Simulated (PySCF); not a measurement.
# Continuum solvent and chemical shifts

Atoms are numbered as in `[O:1]=[P:2]([OH:3])([OH:4])[OH:5]` (H(Xn): hydrogen on atom n).

GIAO PBE0/pcSseg-1 in PySCF 2.14.0 with density-fitted response routines on one PBE0-D3(BJ)/def2-SVP conformer, non-relativistic, equivalent nuclei averaged. Solvents enter as an IEF-PCM continuum (benzene with ε = 2.3, chloroform with ε = 4.7, acetonitrile with ε = 35.7) around the gas-phase geometry. Shifts are referred to PH3, TMS computed in the same medium.

In benzene, δ in ppm: P2 269.7, H(O3)/H(O4)/H(O5) 3.56. Dipole moment 3.38 D.

(1) How does each δ change in the more polar media?

(2) Which nuclei move most (in ppm), and what does the model miss?

Results:

(1) 
```
            atoms                        environment  Δδ, chloroform  Δδ, acetonitrile
               P2           phosphorus bonded to 4 O            +1.9              +3.8
H(O3)/H(O4)/H(O5)  hydrogen on an oxygen bonded to P           +0.27             +0.54
```

Changes are relative to benzene. The dipole moment becomes 3.55 D in chloroform, 3.73 D in acetonitrile.

(2) P2 (phosphorus bonded to 4 O, +3.8 ppm) in acetonitrile. A continuum only polarises the solute; specific hydrogen bonds, the anisotropy of aromatic solvents and changes of geometry or conformer are outside it.
